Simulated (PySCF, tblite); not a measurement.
**C₅H₁₂N radical: geometry, infrared bands and EPR parameters**

What infrared bands and EPR parameters should C₅H₁₂N radical (`CC[N]C(C)C`) show?

The runs use tblite 0.8.0 and PySCF 2.14.0, with density-fitted response routines of our own; the level of theory stands in each step. All values are computed, except where a source is named. Atoms are numbered from 0 throughout.

### Step 1. Starting geometry

18 atoms, charge 0, multiplicity 2; geometry from: force field or distance geometry start.

Bonds of the start (Å): C0–C1 1.51, C1–N2 1.43, N2–C3 1.48, C3–C4 1.52, C3–C5 1.50, C0–H6 1.12, C0–H7 1.10, C0–H8 1.12, C1–H9 1.11, C1–H10 1.11, C3–H11 1.11, C4–H12 1.11, C4–H13 1.13, C4–H14 1.12, C5–H15 1.11, C5–H16 1.12, C5–H17 1.11.

### Step 2. Optimising the geometry with GFN2-xTB

The job: settings as JSON, then the geometry in Å.

```
{"job": {"kind": "relax", "xc": "GFN2-xTB", "basis": "xTB"}, "charge": 0, "multiplicity": 2}
C      2.732100     0.389400     0.236600
C      1.411500    -0.280100    -0.043800
N      0.308200     0.211700     0.721600
C     -0.864000     0.012200    -0.151500
C     -1.639600    -1.234700     0.232300
C     -1.817400     1.170700    -0.131800
H      3.415700     0.045500    -0.576800
H      3.213100     0.099800     1.185300
H      2.688500     1.501400     0.129000
H      1.534800    -1.370900     0.142600
H      1.181100    -0.148000    -1.120400
H     -0.497400    -0.098100    -1.194000
H     -1.068500    -1.792200     1.005800
H     -1.801100    -1.879100    -0.677300
H     -2.631600    -0.979500     0.685800
H     -2.824100     0.789900    -0.412700
H     -1.857500     1.675100     0.871700
H     -1.492600     1.893300    -0.914200
```

Run with:

```
OMP_NUM_THREADS=1 python probes_run.py task.json out
```

This one command runs all jobs of the session in turn.

**Question.** This job is followed by: GFN2-xTB harmonic vibrations, gas phase; UKS B3LYP, pcH-1 on C H N, non-relativistic, mean-field spin-orbit, GIAO. Predict these results of the whole session: strongest single infrared mode (GFN2-xTB); zero-point energy (GFN2-xTB); g(iso) (B3LYP); ⟨S²⟩; largest a(iso) (averaged by class); potential on the surface of density 0.002 e/bohr³, 1st and 99th percentile.

**Answer**, as computed:

| quantity | value |
| --- | --- |
| strongest single infrared mode (GFN2-xTB) | 2760 cm⁻¹, 100 km/mol |
| zero-point energy (GFN2-xTB) | 100.1 kcal/mol |
| g(iso) (B3LYP) | 2.00433 |
| ⟨S²⟩ | 0.754 (exact 0.75) |
| largest a(iso) (averaged by class) | 1H on H9, H10, 133.2 MHz |
| potential on the surface of density 0.002 e/bohr³, 1st and 99th percentile | -1.68 V and 0.65 V |

**Reading.** The optimisation took 115 steps and gained 0.806 eV; among the close pairs (by a distance rule), N2–C3 changed most, from 1.475 to 1.410 Å. All 48 modes are real, so the xTB geometry is a minimum. The strongest single mode, at 2760 cm⁻¹, moves mainly H11. GFN2-xTB is a fitted tight-binding method: band positions and strengths are rough. Its intensities can rank the bands wrongly. N2 carries the largest spin population, 0.89 e. The isotropic g lies 2.0 ppt above the free-electron value. The conformer search found further structures of the same energy, which may be mirror or relabelled copies of this one.
